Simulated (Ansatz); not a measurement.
Density of states of PtS2 (P-3m1, a = 3.548 Å, b = 3.548 Å, c = 5.614 Å, α = 90.00°, β = 90.00°, γ = 120.00°), in states per eV and primitive cell, averaged over bins of 0.5 eV. Computed with DFT r2SCAN, scalar-relativistic, plane waves, PAW (Ansatz).

Settings: cutoff 500 eV, Γ-centred mesh 12×12×6 on the computed 3-atom cell, Gaussian smearing of 0.02 eV; no spin polarisation.

The cell is relaxed at this level. The states (both spins) are summed by tetrahedra on a 18×18×9 mesh at the self-consistent density. Energies are bin centres; the table starts no lower than −8 eV and ends at 6 eV, or lower where the solved bands end.

The gap is 1.26 eV at this level, with the zero inside it.

```
E − E_F (eV) total S 3p Pt 5d Pt 6s S 3s
       -7.60   0.73  0.38   0.22   0.11  0.02
       -7.10   2.29  1.09   0.91   0.19  0.06
       -6.60   4.67  1.93   2.60   0.04  0.06
       -6.10   2.38  1.06   1.09   0.08  0.13
       -5.60   2.15  1.03   0.86   0.13  0.10
       -5.10   3.16  1.36   1.61   0.03  0.10
       -4.60   3.46  1.17   2.08   0.02  0.14
       -4.10   0.98  0.28   0.66   0.01  0.02
       -3.60   2.39  0.60   1.67   0.06  0.03
       -3.10   3.35  1.18   1.85   0.14  0.12
       -2.60   2.21  1.34   0.75   0.03  0.06
       -2.10   2.80  1.83   0.86   0.01  0.04
       -1.60   3.35  2.38   0.87   0.01  0.03
       -1.10   1.47  1.13   0.29   0.00  0.01
       -0.60   0.63  0.51   0.10   0.00  0.00
       -0.10   0.00  0.00   0.00   0.00  0.00
        0.40   0.00  0.00   0.00   0.00  0.00
        0.90   1.31  0.73   0.46   0.00  0.07
        1.40   2.74  1.64   0.88   0.01  0.10
        1.90   3.68  2.32   1.14   0.01  0.10
        2.40   0.27  0.19   0.08   0.00  0.00
        2.90   0.00  0.00   0.00   0.00  0.00
        3.40   0.00  0.00   0.00   0.00  0.00
        3.90   0.00  0.00   0.00   0.00  0.00
        4.40   0.00  0.00   0.00   0.00  0.00
        4.90   0.44  0.10   0.01   0.14  0.01
        5.40   1.23  0.27   0.02   0.36  0.03
```

The columns after the total are the Löwdin projections on the occupied valence shells of the potentials. The rest of the total lies in shells that are empty in the free atom, which aren't projected, and between the atoms.

Spin-orbit coupling is left out, which matters for the bands of heavy elements. The cell holds layers, and r2SCAN describes their binding at middle range but leaves out its long-range dispersion part.

Cost: 1 run of about 1.1 core-minutes, on Arm Neoverse V2 (shared hosts).